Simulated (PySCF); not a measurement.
Species: C₃H₃F₃.
InChI=1S/C3H3F3/c4-2-1-3(2,5)6/h2H,1H2/t2-/m0/s1

Method used: PBE0-D3(BJ)/def2-SVP geometry optimisation, gas phase in PySCF 2.14.0.

Masses are those of the commonest isotopes; rigid-rotor values at the optimised geometry. 

What are A, B and C (MHz)?

Ia = 86.27, Ib = 165.28, Ic = 191.02 u·Å²; 505379 MHz·u·Å²/I gives A = 5858, B = 3058, C = 2646 MHz.

What kind of rotor is it?

An asymmetric top: κ = (2 × 3058 − 5858 − 2646)/(5858 − 2646) = -0.74.

What does the inertial defect say?

Not planar: Δ = Ic − Ia − Ib = -60.53 u·Å². For a rigid frame Δ = −2 Σ m c², so Σ m c² = 30.27 u·Å² lies off the ab plane: 6.29 from hydrogen and 23.97 from heavier atoms. The atom farthest from that plane is 1.89 Å away.

Give the coordinates in the principal-axis frame, origin at the centre of mass.

The sense of each axis is arbitrary; atoms in the order of the calculation.
```
atom  mass (u)   a (Å)   b (Å)   c (Å)
  F1    18.998   1.862   0.263  -0.353
  C2    12.000   0.803  -0.569  -0.310
  C3    12.000   0.187  -0.860   1.047
  C4    12.000  -0.516  -0.005   0.059
  F5    18.998  -0.618   1.302   0.286
  F6    18.998  -1.612  -0.470  -0.547
  H7     1.008   0.843  -1.370  -1.057
  H8     1.008  -0.187  -1.867   1.246
  H9     1.008   0.642  -0.332   1.890
```

List the rotational levels J(Ka,Kc) to J = 3 (MHz).

Above 0(0,0):
J = 1: 1(0,1) 5703, 1(1,1) 8504, 1(1,0) 8916
J = 2: 2(0,2) 17068, 2(1,2) 19498, 2(1,1) 20734, 2(2,1) 29135, 2(2,0) 29177
J = 3: 3(0,3) 34012, 3(1,3) 35965, 3(1,2) 38435, 3(2,2) 46245, 3(2,1) 46453, 3(3,1) 61301, 3(3,0) 61304

Which lines would a microwave search look for?

The dipole components are |μa| = 0.29 D, |μb| = 1.91 D, |μc| = 0.68 D. Intensities carry the squares of the components, which stand as 0.02 : 1.00 : 0.13 (a : b : c). Some lines, for components of 0.1 D or more:

| type | branch | J(Ka,Kc) | MHz | lower level (cm⁻¹) |
| --- | --- | --- | --- | --- |
| a | Q | 1(1,0) ← 1(1,1) | 412 | 0.284 |
| b | Q | 3(2,2) ← 3(1,3) | 10280 | 1.200 |
| b | Q | 4(3,1) ← 4(2,2) | 14579 | 2.323 |
| c | Q | 3(3,1) ← 3(2,1) | 14848 | 1.550 |
| a | R | 4(0,4) ← 3(0,3) | 22416 | 1.135 |
| b | R | 3(2,1) ← 2(1,2) | 26955 | 0.650 |
| c | Q | 5(5,1) ← 5(4,1) | 26968 | 4.462 |
| a | R | 5(4,1) ← 4(4,0) | 28612 | 3.508 |
| c | R | 4(4,0) ← 3(3,0) | 43862 | 2.045 |
| b | R | 5(5,1) ← 4(4,0) | 55580 | 3.508 |

Estimate the classical rotational partition function at 10 K, 25 K and 200 K.

Point group C1, symmetry number σ = 1; q = (√π/σ)·√((kT/h)³/(ABC)), k/h = 20836.6 MHz/K: 774 at 10 K, 3060 at 25 K, 69300 at 200 K.

Stationary, but not proved a minimum. Constants of a rigid frame at the computed geometry: no zero-point averaging, no centrifugal distortion.
